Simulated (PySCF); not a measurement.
Constitutional and geometric isomers with formula C2H3N. Gas-phase values, no solvent. Strings in code marks are SMILES.

The HOMO from two functionals at the same geometries (r2SCAN-D4/def2-TZVP), both in PySCF: PBE-D3(BJ)/def2-TZVP and r2SCAN-D4/def2-TZVP. 

```tsv
species	r2SCAN-D4/def2-TZVP (eV)
`C#CN`	-5.50
`C=C=N`	-5.96
`CC#N`	-8.35
```

### Question
What does PBE-D3(BJ)/def2-TZVP give for each?

### Answer

- `C#CN`: -5.28
- `C=C=N`: -5.73
- `CC#N`: -8.08
Over these rows, drawn at random from the members with no instability flagged (it was tested for open shells, ions and some series alone), PBE minus r2SCAN-D4: mean +0.24 eV, from +0.22 eV to +0.27 eV.
